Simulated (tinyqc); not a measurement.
Inside a calculation. Method: CIS and TDHF on RHF in the sto-6g basis, frozen core, for H2F+, spin multiplicity 1. One step of it, computed by the program tinyqc.

Problem. CIS matrix, singlets. A(ia,jb) = (e_a - e_i) d_ij d_ab + 2 (ia|jb) - (ij|ab).

orbital energies (hartree): MO1 -26.946608, MO2 -2.069437, MO3 -1.220454, MO4 -1.072742, MO5 -1.047003, MO6 -0.022279, MO7 0.177351

Two-electron integrals over orbitals (pq|rs), unique and non-zero (hartree); the lowest 1 orbital is frozen and left out:
```
(22|22) 0.862032    (32|22) -0.003092   (32|32) 0.159576    (33|22) 0.760682
(33|32) 0.003267    (33|33) 0.740850    (42|22) 0.006431    (42|32) -0.000493
(42|33) -0.004337   (42|42) 0.163176    (43|22) -0.003157   (43|32) 0.005937
(43|33) -0.003092   (43|42) 0.003957    (43|43) 0.046791    (44|22) 0.830264
(44|32) 0.004059    (44|33) 0.723079    (44|42) -0.087774   (44|43) -0.005121
(44|44) 0.920934    (52|52) 0.181899    (53|52) 0.002852    (53|53) 0.038369
(54|52) -0.032203   (54|53) -0.000984   (54|54) 0.055195    (55|22) 0.882706
(55|32) 0.002996    (55|33) 0.748724    (55|42) -0.045406   (55|43) -0.004458
(55|44) 0.849608    (55|55) 0.998085    (62|22) -0.147665   (62|32) -0.007364
(62|33) -0.090555   (62|42) -0.037739   (62|43) 0.002142    (62|44) -0.115450
(62|55) -0.155602   (62|62) 0.076512    (63|22) -0.022469   (63|32) 0.029620
(63|33) -0.017873   (63|42) 0.005139    (63|43) 0.017066    (63|44) -0.019593
(63|55) -0.023760   (63|62) 0.009156    (63|63) 0.072005    (64|22) -0.125082
(64|32) 0.005220    (64|33) -0.072600   (64|42) -0.004028   (64|43) 0.001090
(64|44) -0.132375   (64|55) -0.126628   (64|62) 0.058609    (64|63) 0.013120
(64|64) 0.061068    (65|52) -0.055657   (65|53) -0.003280   (65|54) -0.005550
(65|65) 0.026912    (66|22) 0.570398    (66|32) 0.018376    (66|33) 0.557459
(66|42) 0.066121    (66|43) 0.009900    (66|44) 0.535471    (66|55) 0.546499
(66|62) -0.049681   (66|63) 0.015808    (66|64) -0.024063   (66|66) 0.550635
(72|22) -0.020674   (72|32) 0.063674    (72|33) -0.009157   (72|42) -0.000761
(72|43) -0.021648   (72|44) -0.017321   (72|55) -0.020784   (72|62) 0.004114
(72|63) -0.026648   (72|64) 0.007702    (72|66) -0.007081   (72|72) 0.056987
(73|22) 0.205353    (73|32) 0.008235    (73|33) 0.160994    (73|42) -0.053135
(73|43) -0.001097   (73|44) 0.207612    (73|55) 0.228322    (73|62) -0.074414
(73|63) -0.007593   (73|64) -0.071993   (73|66) 0.021293    (73|72) -0.012387
(73|73) 0.158151    (74|22) -0.004431   (74|32) -0.053232   (74|33) -0.003831
(74|42) -0.004136   (74|43) 0.012674    (74|44) -0.005466   (74|55) -0.005168
(74|62) 0.005713    (74|63) -0.037414   (74|64) -0.001562   (74|66) -0.013588
(74|72) -0.011307   (74|73) -0.007747   (74|74) 0.044533    (75|52) -0.007092
(75|53) 0.025455    (75|54) 0.000404    (75|65) 0.001162    (75|75) 0.020615
(76|22) 0.001910    (76|32) -0.098983   (76|33) -0.003311   (76|42) 0.004243
(76|43) -0.041019   (76|44) -0.005212   (76|55) -0.001809   (76|62) -0.000486
(76|63) -0.084585   (76|64) -0.009295   (76|66) -0.032490   (76|72) 0.004387
(76|73) -0.013779   (76|74) 0.053642    (76|76) 0.157728    (77|22) 0.625486
(77|32) -0.022076   (77|33) 0.625106    (77|42) 0.005307    (77|43) -0.008217
(77|44) 0.604405    (77|55) 0.613175    (77|62) -0.049793   (77|63) -0.025450
(77|64) -0.031773   (77|66) 0.534558    (77|72) -0.006667   (77|73) 0.075166
(77|74) 0.010816    (77|76) 0.029310    (77|77) 0.592874
```

Give: CIS matrix A, singlet.

Solution.

CIS matrix A, singlet (hartree):
```
         2>6      2>7      3>6      3>7      4>6      4>7     5>6     5>7
2>6   1.6298   0.0063  -0.0001  -0.0498   0.0511   0.0072  0.0000  0.0000
2>7   0.0063   1.7353   0.0457  -0.0027   0.0112  -0.0279  0.0000  0.0000
3>6  -0.0001   0.0457   0.7847  -0.0119   0.0163  -0.0338  0.0000  0.0000
3>7  -0.0498  -0.0027  -0.0119   1.0890  -0.1030  -0.0073  0.0000  0.0000
4>6   0.0511   0.0112   0.0163  -0.1030   0.6371   0.0021  0.0000  0.0000
4>7   0.0072  -0.0279  -0.0338  -0.0073   0.0021   0.7348  0.0000  0.0000
5>6   0.0000   0.0000   0.0000   0.0000   0.0000   0.0000  0.5320  0.0041
5>7   0.0000   0.0000   0.0000   0.0000   0.0000   0.0000  0.0041  0.6524
```
